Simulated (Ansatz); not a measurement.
fcc Au was calculated with r²SCAN+rVV10 in Ansatz (plane waves, PAW).

Run with plane-wave cutoff 500 eV, 30×30×30 k mesh, Fermi–Dirac smearing 0.1 eV, scalar-relativistic PAW data made under PBE.

Computed at the level's own relaxed cell.

Question: What does this level give for the equilibrium volume per atom and equilibrium lattice constant a?

Answer: 
- equilibrium volume per atom: 17.23 Å³/atom
- equilibrium lattice constant a: 4.100 Å

Measured, for comparison: equilibrium volume per atom 16.76 Å³/atom, lattice constant a 4.062 Å (static lattice: zero-point anharmonic expansion removed; as tabulated in Mejia-Rodriguez and Trickey (2018), arXiv:1807.09216). Computed (rounded) less measured: equilibrium volume per atom +2.8 %, lattice constant a +0.9 %.

Spin–orbit coupling is not included; it can shift volumes and moduli of such heavy elements.

Computed values are for the static lattice.

Cost on a shared machine: roughly 100 core-seconds.

Ansatz is a program for electronic structure.
